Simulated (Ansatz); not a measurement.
# [BH₂···H···OH], doublet: the ladder up to UCCSDT(Q)

Geometry: a point of a hydrogen-transfer path between rigid fragments, not a stationary point.

```yaml
atoms:
  - { symbol: B, position_ang: [-1.4070, 0.0307, 0.0000] }
  - { symbol: H, position_ang: [-2.0037, 1.0643, 0.0000] }
  - { symbol: H, position_ang: [-2.0037, -1.0029, 0.0000] }
  - { symbol: H, position_ang: [-0.0180, 0.0307, 0.0000] }
  - { symbol: O, position_ang: [1.1180, 0.0307, 0.0000] }
  - { symbol: H, position_ang: [1.3699, -0.9092, 0.0000] }
```

Basis cc-pVDZ; Ansatz 0.2.0. Correlated methods freeze the noble-gas cores, which leaves 13 electrons in 46 orbitals. Prefix R: restricted or restricted open-shell reference; prefix U: unrestricted. Active spaces: pair = (3e, 3o) about the gap.

Full CI isn't at hand for all of this; UCCSDT(Q) serves as the reference, and is uncertain by about the last step of the cluster series. The frozen core follows each run's orbitals, which can shift R against U totals by a few meV.

For open shells CISD is restricted-active-space CI with the open shells as a complete middle space.

The UHF ⟨S²⟩ is 0.777. The T1 diagnostic (RCCSD) is 0.0197, the largest doubles amplitude (RCCSD) is 0.047 and the T1 diagnostic (UCCSD) is 0.0171.

```
                level  E − E(UCCSDT(Q)) (kJ/mol)  share of correlation (%)  wall time
                  RHF                      864.5                      0.00          –
                  UHF                      838.5                      3.00          –
                 RMP2                       91.0                     89.47          –
                 UMP2                      103.9                     87.98          –
                 CISD                       87.0                     89.94        4 s
                RCCSD                       21.2                     97.55          –
                UCCSD                       20.1                     97.67          –
             RCCSD(T)                        3.9                     99.55        3 s
             UCCSD(T)                        4.0                     99.54      3.3 s
              BCCD(T)                        3.9                     99.54      3.1 s
               RCCSDT                        2.0                     99.77          –
               UCCSDT                        1.9                     99.79          –
            RCCSDT(Q)                        0.1                     99.99       56 s
  CASSCF (pair space)                      792.7                      8.31          –
  NEVPT2 (pair space)                       98.7                     88.58      1.6 s
  MRCISD (pair space)                       75.9                     91.22          –
MRCISD+Q (pair space)                       11.2                     98.70      1.6 s
```

The correlation energy at UCCSDT(Q), counted from RHF, is -8.960 eV. That run took 47 s on 1 thread of Intel Xeon Platinum 8488C, shared host.

Times hold each run's SCF and search for its determinant on a shared host, so for small cases they say little of a method's own cost; they ran on 1 thread of Intel Xeon Platinum 8488C.
